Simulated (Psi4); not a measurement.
# wB97M-V/6-311+G(d,p) run of [C3H5]− (SMILES C=C[CH2-])

What is the vertical ionisation energy of [C3H5]− at wB97M-V/6-311+G**? 

The calculation is run with Psi4 1.11.

1 further run of the same task is left out (set aside as unsound or not needed).

## 1. Starting point

The species is [C3H5]− (8 atoms), meant as a singlet with charge -1. As SMILES, `C=C[CH2-]`. The shape is that of a GFN2-xTB optimisation. This is one conformer, not always the lowest.

Bond lengths: C1–C2 1.373 Å, C2–C3 1.374 Å, C1–H4 1.084 Å, C1–H5 1.085 Å, C2–H6 1.100 Å, C3–H7 1.084 Å, C3–H8 1.085 Å. Angles: C1–C2–C3 129.8°, C1–C2–H6 115.1°, C3–C2–H6 115.1°, C2–C1–H4 122.0°, C2–C1–H5 121.9°, C2–C3–H7 122.0°, C2–C3–H8 121.9°, H4–C1–H5 116.1°, H7–C3–H8 116.1°.

## 2. A single-point energy at wB97M-V/6-311+G(d,p)

input.json reads:

```json
{
  "schema_name": "qcschema_input",
  "schema_version": 1,
  "molecule": {
    "schema_name": "qcschema_molecule",
    "schema_version": 2,
    "symbols": ["C", "C", "C", "H", "H", "H", "H", "H"],
    "geometry": [-0.8369975, 1.83840116, -1.23977372, 0.44378328, 0.41592872, 0.51321182, 0.50153331, -2.15887982, 0.84056908, -2.03818301, 0.98575674, -2.66296426, -0.69630739, 3.88344388, -1.28726254, 1.60158069, 1.50161417, 1.85408589, -0.57222797, -3.42989071, -0.35347327, 1.59681858, -3.03637414, 2.335607],
    "molecular_charge": -1,
    "molecular_multiplicity": 1,
    "fix_symmetry": "c1",
    "fix_com": true,
    "fix_orientation": true
  },
  "driver": "energy",
  "model": {
    "method": "wb97m-v",
    "basis": "6-311+G**"
  },
  "keywords": {
    "puream": true,
    "e_convergence": 1e-09,
    "d_convergence": 1e-08,
    "scf_type": "pk",
    "dft_radial_points": 99,
    "dft_spherical_points": 590
  }
}
```

Command:

```sh
$ psi4 --qcschema input.json -n 1 --memory 1600MB
```

stdout:

```text
[...]
  Running in c1 symmetry.
[...]
  Nuclear repulsion =   64.952743098338928
[...]
  Multiplicity = 1
[...]
  Nalpha       = 12
  Nbeta        = 12
[...]
    Number of basis functions: 96
[...]
   @RKS iter   1:  -116.83244850904744   -4.14926e-01   8.66410e-03 DIIS/ADIIS
[...]
   @RKS iter  12:  -117.23156854114887   -6.25278e-12   3.15921e-09 DIIS
[...]
    Orbital Energies [Eh]
    ---------------------
    Doubly Occupied:
       1A    -10.136530     2A    -10.088392     3A    -10.088352
       4A     -0.682063     5A     -0.557251     6A     -0.439558
       7A     -0.355010     8A     -0.309818     9A     -0.255830
      10A     -0.227099    11A     -0.186405    12A     -0.020579
[...]
  @RKS Final Energy:  -117.23156854114887
   => Energetics <=
    Nuclear Repulsion Energy =             64.9527430983389280
    One-Electron Energy =                -289.8691357009620333
    Two-Electron Energy =                 120.1807384747211813
    DFT Exchange-Correlation Energy =     -12.5898460679529052
    Empirical Dispersion Energy =           0.0000000000000000
    VV10 Nonlocal Energy =                  0.0939316547059397
    Total Energy =                       -117.2315685411488744
[...]
 Multipole Moments:
 ------------------------------------------------------------------------------------
     Multipole            Electronic (a.u.)      Nuclear  (a.u.)        Total (a.u.)
 ------------------------------------------------------------------------------------
 L = 1.  Multiply by 2.5417464519 to convert [e a0] to [Debye]
 Dipole X            :         -0.3974993            0.5415954            0.1440962
 Dipole Y            :         -0.3336625            0.4772503            0.1435878
 Dipole Z            :         -0.3899351            0.5700359            0.1801008
 Magnitude           :                                                    0.2716937
[...]
```

The result, in JSON:

```text
{
 "driver": "energy",
 "model": {
  "method": "wb97m-v",
  "basis": "6-311+G**"
 },
 "success": true,
 "return_result": -117.23156854114887,
 "properties": {
  "calcinfo_nbasis": 96,
  "calcinfo_nmo": 96,
  "calcinfo_nalpha": 12,
  "calcinfo_nbeta": 12,
  "calcinfo_natom": 8,
  "nuclear_repulsion_energy": 64.95274309833893,
  "return_energy": -117.23156854114887,
  "scf_one_electron_energy": -289.86913570096203,
  "scf_two_electron_energy": 120.18073847472118,
  "scf_vv10_energy": 0.09393165470593966,
  "scf_xc_energy": -12.589846067952905,
  "scf_dipole_moment": [0.14409615554817334, 0.14358781996441228, 0.18010084267658444],
  "scf_total_energy": -117.23156854114887,
  "scf_iterations": 12
 }
}
```

Wall time 2.6 min (1 thread of Intel Xeon 6975P-C (Granite Rapids), shared host); peak memory 0.96 GiB.

## 3. Doublet neutral C3H5, same level

c3h5.py reads:

```python
import psi4

psi4.set_memory('1600 MB')
psi4.set_num_threads(1)
psi4.set_output_file('output.dat', False)

molecule = psi4.geometry("""
0 2
C     -0.442920     0.972840    -0.656060
C      0.234840     0.220100     0.271580
C      0.265400    -1.142430     0.444810
H     -1.078560     0.521640    -1.409180
H     -0.368470     2.055030    -0.681190
H      0.847520     0.794620     0.981140
H     -0.302810    -1.815020    -0.187050
H      0.845000    -1.606780     1.235950
units angstrom
symmetry c1
""")

psi4.set_options({
    'basis': '6-311+G**',
    'reference': 'uks',
    'puream': True,
    'e_convergence': 1e-09,
    'd_convergence': 1e-08,
    'scf_type': 'pk',
    'dft_radial_points': 99,
    'dft_spherical_points': 590,
    'maxiter': 200,
})

result, w = psi4.energy('wb97m-v', return_wfn=True)
print(f'total energy {result:.8f} hartree = {result * 27.211386:.5f} eV')
```

Command:

```sh
$ python c3h5.py
```

output.dat:

```text
[...]
  Running in c1 symmetry.
[...]
  Nuclear repulsion =   64.952743080354139
[...]
  Multiplicity = 2
[...]
  Nalpha       = 12
  Nbeta        = 11
[...]
    Number of basis functions: 96
[...]
   @UKS iter   1:  -117.04096959370055   -6.23448e-01   5.86588e-03 DIIS/ADIIS
[...]
   @UKS iter  12:  -117.21640715325763   -1.92557e-11   5.67849e-09 DIIS
[...]
   @S^2 Observed:                7.831373523E-01
[...]
    Orbital Energies [Eh]
    ---------------------
    Alpha Occupied:
       1A    -10.352288     2A    -10.352018     3A    -10.351427
       4A     -0.922937     5A     -0.807402     6A     -0.670190
       7A     -0.590169     8A     -0.549767     9A     -0.494801
      10A     -0.451573    11A     -0.432504    12A     -0.290249
    Alpha Virtual:
      13A      0.046176    14A      0.059394    15A      0.064764
      16A      0.078036    17A      0.088889    18A      0.094014
      19A      0.109292    20A      0.127056    21A      0.138437
      22A      0.151697    23A      0.164856    24A      0.176814
      25A      0.193533    26A      0.228255    27A      0.255616
[...]
  @UKS Final Energy:  -117.21640715325763
   => Energetics <=
    Nuclear Repulsion Energy =             64.9527430803541392
    One-Electron Energy =                -284.4649774390984476
    Two-Electron Energy =                 114.6998270020861810
    DFT Exchange-Correlation Energy =     -12.4956700131078922
    Empirical Dispersion Energy =           0.0000000000000000
    VV10 Nonlocal Energy =                  0.0916702165083915
    Total Energy =                       -117.2164071532576344
[...]
 Multipole Moments:
 ------------------------------------------------------------------------------------
     Multipole            Electronic (a.u.)      Nuclear  (a.u.)        Total (a.u.)
 ------------------------------------------------------------------------------------
 L = 1.  Multiply by 2.5417464519 to convert [e a0] to [Debye]
 Dipole X            :          0.1316539           -0.1257003            0.0059536
 Dipole Y            :          0.1192363           -0.1107663            0.0084700
 Dipole Z            :          0.1445337           -0.1323011            0.0122326
 Magnitude           :                                                    0.0160257
[...]
```

The script printed:

```text
total energy -117.21640715 hartree = -3189.62090 eV
```

Wall time 2.4 min (1 thread of Intel Xeon 6975P-C (Granite Rapids), shared host); peak memory 0.96 GiB.

## 4. What came out

At wB97M-V/6-311+G**:

```
                                                              quantity          value
                                         singlet [C3H5]−: total energy  -117.23157 Eh
                                          singlet [C3H5]−: HOMO energy       -0.56 eV
                                          singlet [C3H5]−: LUMO energy        5.19 eV
singlet [C3H5]−: HOMO–LUMO gap (to an unbound level, set by the basis)        5.75 eV
                                    doublet neutral C3H5: total energy  -117.21641 Eh
                                   doublet neutral C3H5: dipole moment         0.04 D
              doublet neutral C3H5: HOMO energy (highest over α and β)       -7.90 eV
               doublet neutral C3H5: LUMO energy (lowest over α and β)       -0.35 eV
                                            doublet neutral C3H5: ⟨S²⟩          0.783
                   vertical detachment energy (to the doublet neutral)       0.413 eV
```

What this shows: The vertical ionisation energy comes to 0.41 eV (9.5 kcal/mol). The negative HOMO energy of the first species, 0.56 eV, lies 0.15 eV above that difference.
